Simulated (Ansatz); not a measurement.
hcp Ru was calculated with LDA in Ansatz (plane waves, PAW).

Run with plane-wave cutoff 520 eV, 16×16×10 k mesh (along the axes of the cell as run), Fermi–Dirac smearing 0.1 eV, perturbation theory, force constants from a 4×4×2 q mesh, no spin polarisation, scalar-relativistic PAW data made under PBE.

Computed at the level's own relaxed cell.

Harmonic phonon frequencies (cm⁻¹; i marks an imaginary mode):

| q point | frequencies |
|---|---|
| Γ | 0 0 0 206 206 268 |
| A | 144 144 144 144 222 222 |

No imaginary mode appears at these points.

Ansatz is an electronic-structure program.
